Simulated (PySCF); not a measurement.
Job file and geometry (Å, from GFN2-xTB) of an NMR shielding run on `C=[N][AlH3-]`, [CH$_{5}$AlN]-, GIAO PBE0/pcSseg-1 NMR shielding, non-relativistic, gas phase (PySCF); density fitting, a coarse starting grid and PySCF grid level 2 are the driver's defaults:

```
$ OMP_NUM_THREADS=1 python probes_run.py task.json out

{"job": {"kind": "nmr", "xc": "PBE0", "basis": "pcSseg-1"}, "charge": -1, "multiplicity": 1}
C      1.695387    -0.233789     0.254594
N      0.492257    -0.053764     0.055595
Al    -1.316510     0.182088    -0.166226
H      2.114913    -0.699206     1.174861
H      2.492669     0.050434    -0.468233
H     -1.585661     1.766211    -0.351882
H     -1.760188    -0.633027    -1.491924
H     -2.123809    -0.369536     1.124130
```

**Question.** What does the program print?

**Answer.** 
```
coarse grid: 6872 points
cycle   1  E = -337.9522194556  dE = -3.353e-02  |g| = 5.274e-01  |ddm| = 2.407e+00
cycle   2  E = -337.7805023595  dE =  1.717e-01  |g| = 1.014e+00  |ddm| = 2.243e+00
cycle   3  E = -338.0333980237  dE = -2.529e-01  |g| = 7.176e-02  |ddm| = 1.547e+00
cycle   4  E = -338.0345140913  dE = -1.116e-03  |g| = 3.512e-02  |ddm| = 9.643e-02
cycle   5  E = -338.0348105319  dE = -2.964e-04  |g| = 6.284e-03  |ddm| = 3.258e-02
cycle   6  E = -338.0348232090  dE = -1.268e-05  |g| = 1.638e-03  |ddm| = 9.064e-03
cycle   7  E = -338.0348238872  dE = -6.782e-07  |g| = 3.842e-04  |ddm| = 2.345e-03
final grid: 60952 points
cycle   8  E = -338.0504700629  dE = -6.292e-06  |g| = 4.074e-03  |ddm| = 1.019e-02
cycle   9  E = -338.0504672132  dE =  2.850e-06  |g| = 5.429e-03  |ddm| = 1.127e-02
cycle  10  E = -338.0504739447  dE = -6.732e-06  |g| = 1.121e-03  |ddm| = 6.313e-03
cycle  11  E = -338.0504742204  dE = -2.757e-07  |g| = 1.547e-04  |ddm| = 7.736e-04
cycle  12  E = -338.0504742256  dE = -5.188e-09  |g| = 2.252e-05  |ddm| = 1.248e-04
cycle  13  E = -338.0504742256  dE = -9.209e-11  |g| = 3.671e-06  |ddm| = 3.337e-05
converged SCF energy = -338.0504742256

GIAO shielding tensors (ppm)
atom      isotropic    diamagn.    paramagn.     s11        s22        s33       span
  0 C       47.191     251.520    -204.329    -53.431     83.315    111.691    165.122
  1 N     -294.378     330.498    -624.876   -965.095   -245.428    327.388   1292.483
  2 Al     477.497     794.551    -317.055    466.714    476.709    489.067     22.353
  3 H       21.646      29.111      -7.465     19.322     19.882     25.734      6.413
  4 H       21.663      29.081      -7.418     19.581     19.743     25.665      6.084
  5 H       27.201      29.427      -2.226     25.220     26.251     30.133      4.913
  6 H       27.196      29.423      -2.227     25.215     26.249     30.124      4.909
  7 H       27.145      29.382      -2.237     24.810     26.121     30.504      5.694
```

Size and cost of the density-fitted run: 83 basis functions, 6.3 s wall time on 1 thread of an Arm Neoverse V1, shared host; peak memory 0.36 GiB.
